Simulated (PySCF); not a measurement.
CS2. Atoms are numbered in the order given.

```xyz
3

S      0.0000     0.0000    -1.5527
C      0.0000     0.0000     0.0000
S      0.0000     0.0000     1.5527
```

Coordinates come from a B3LYP-D3(BJ)/def2-TZVP optimisation.

Vertical ionisation energy (IE) and electron affinity (EA) in eV. Rows of orbital energies are one-electron estimates. Where ΔSCF, EOM or ADC give a negative EA the extra electron is unbound and the value depends on the basis.

```json
[
 {"level": "−ε(HOMO), −ε(LUMO), B3LYP/def2-TZVPD (PySCF)", "IE": "?", "EA": "?"},
 {"level": "−ε(HOMO), −ε(LUMO), CAM-B3LYP/def2-TZVPD (PySCF)", "IE": "9.00", "EA": "1.03"},
 {"level": "ADC(2)/aug-cc-pVDZ (PySCF)", "IE": "9.70", "EA": "-1.18"}
]
```

What belongs in the gaps? (Estimate from the structure and the level; the computed values follow.)


- −ε(HOMO), −ε(LUMO), B3LYP/def2-TZVPD (PySCF), IE: 7.61
- −ε(HOMO), −ε(LUMO), B3LYP/def2-TZVPD (PySCF), EA: 2.24

Beyond the first one, list the lowest photoelectron lines from ADC(2)/aug-cc-pVDZ (PySCF) with their pole strengths (two spins summed). (Estimate from the structure and the level; the computed values follow.)

12.89 eV (1.64), 12.89 eV (1.64), 13.98 eV (1.71), 16.01 eV (1.63).
